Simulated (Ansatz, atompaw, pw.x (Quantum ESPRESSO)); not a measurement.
What a changed setting does to a pw.x run (sc Be)

Potential: PAW, atompaw 4.2.0.5, PBEsol; core [He], reference 2s1.75 2p0.25; waves: 2s (bound): rc 1.60 bohr; 2s channel at 0.55 Ry: rc 3.00 bohr; 2p (bound): rc 3.00 bohr; 2p channel at 0.3 Ry: rc 3.00 bohr; 3d channel at 0.05 Ry: rc 3.00 bohr; 3d channel at 2.45 Ry: rc 3.00 bohr; local part: troulliermartins scheme with l = 3 at 0 Ry, radius 2.45 bohr; core correction: smooth core density matched at 2.15 bohr; augmentation: gaussian compensation charge, radius 2.60 bohr; PAW radius 3.00 bohr; waves and projectors: custom rrkj gramschmidtortho.

The reference run (k-mesh 15³, cutoffs 40/400 Ry, Fermi–Dirac 0.01 Ry, mixing_beta 0.4, conv_thr 1e-9, no spin) gives 1.08 GPa at 10.052 Å³/atom, where all-electron LAPW gives 0.82 GPa. This run, with its own iteration cap, changes degauss to 0.02.

```
&control
  calculation='scf', prefix='x', pseudo_dir='./', outdir='./tmp', tstress=.true., disk_io='none'
/
&system
  ibrav=0, nat=1, ntyp=1, ecutwfc=40, ecutrho=400, nbnd=8,
  occupations='smearing', smearing='fd', degauss=0.02
/
&electrons
  conv_thr=1e-09, mixing_beta=0.4, electron_maxstep=70
/
ATOMIC_SPECIES
Be 1.0 Be.UPF
CELL_PARAMETERS angstrom
  2.15816259 0.00000000 0.00000000
  0.00000000 2.15816259 0.00000000
  0.00000000 0.00000000 2.15816259
ATOMIC_POSITIONS crystal
Be 0.0000 0.0000 0.0000
K_POINTS automatic
15 15 15 0 0 0
```

```bash
pw.x < Be.scf.in > Be.scf.out
```

How does the run end?

It converges in 8 iterations; the free energy moves by -34.7 meV/atom and the pressure by +0.26 GPa. In a metal, with Fermi–Dirac smearing, F lies below its zero-width value by a term in the square of the width.

```
Message from routine setup:
     using ibrav=0 with symmetry is DISCOURAGED, use correct ibrav instead
     lattice parameter (alat)  =       4.0783  a.u.
     unit-cell volume          =      67.8343 (a.u.)^3
     number of electrons       =         2.00
     number of Kohn-Sham states=            8
     kinetic-energy cutoff     =      40.0000  Ry
     charge density cutoff     =     400.0000  Ry
     scf convergence threshold =      1.0E-09
     Exchange-correlation= SLA PW PSX PSC
     number of k points=   120  Fermi-Dirac smearing, width (Ry)=  0.0200
     iteration #  1     ecut=    40.00 Ry     beta= 0.40
     total energy              =      -6.55981377 Ry
     estimated scf accuracy    <       0.00104300 Ry
     iteration #  2     ecut=    40.00 Ry     beta= 0.40
     total energy              =      -6.55784878 Ry
     estimated scf accuracy    <       0.00015814 Ry
     iteration #  3     ecut=    40.00 Ry     beta= 0.40
     total energy              =      -6.55746274 Ry
     estimated scf accuracy    <       0.00002460 Ry
     iteration #  4     ecut=    40.00 Ry     beta= 0.40
     total energy              =      -6.55748930 Ry
     estimated scf accuracy    <       0.00000106 Ry
     iteration #  5     ecut=    40.00 Ry     beta= 0.40
     total energy              =      -6.55747421 Ry
     estimated scf accuracy    <       0.00000052 Ry
     iteration #  6     ecut=    40.00 Ry     beta= 0.40
     total energy              =      -6.55747467 Ry
     estimated scf accuracy    <       0.00000003 Ry
     iteration #  7     ecut=    40.00 Ry     beta= 0.40
     total energy              =      -6.55747468 Ry
     estimated scf accuracy    <          1.6E-09 Ry
     iteration #  8     ecut=    40.00 Ry     beta= 0.40
     the Fermi energy is     5.7472 ev
!    total energy              =      -6.55747468 Ry
     estimated scf accuracy    <          8.6E-11 Ry
     smearing contrib. (-TS)   =      -0.00673614 Ry
     convergence has been achieved in   8 iterations
          total   stress  (Ry/bohr**3)                   (kbar)     P=       13.41
     Message from routine punch:
     Nothing written, as per user request (disk_io='none')
```

The run took about 4.3 s on one core of a shared host (Intel(R) Xeon(R) 6975P-C, 128 threads, 496 GiB, load 5).
